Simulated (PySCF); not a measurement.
Coordinates in bohr (charge 0 multiplicity 1):
```
Si    0.0000    0.0000    0.8925
N     0.0000    0.0000   -2.0497
H     0.0000    0.0000    3.7030
```

All numbers come from PBE0 in PySCF with Si def2-TZVP, N def2-TZVP, H def2-TZVP; no relativity; density-fitted integrals.

This geometry of HSiN is a stationary point at this level.

Problem. What is the point group?

Solution. C∞v.

Problem. Is it a minimum?

Solution. Yes: all harmonic wavenumbers are real.

Problem. List the harmonic modes with their infrared intensities.

Solution. 
```
symmetry  ω (cm⁻¹)  IR (km/mol, summed over degenerate members)
       π       277                                          3.6
      σ+      1256                                          1.5
      σ+      2211                                         10.7
```

Problem. Give the ideal-gas entropy at 298.15 K and 1 bar by parts.

Solution. translation 155.8, rotation 56.4, vibration 13.1, spin 0.0; total 225.3 J/(mol K).

In C∞v the vibrations span π + 2σ+.

Only a few start shapes were tried, so a lower isomer may exist.
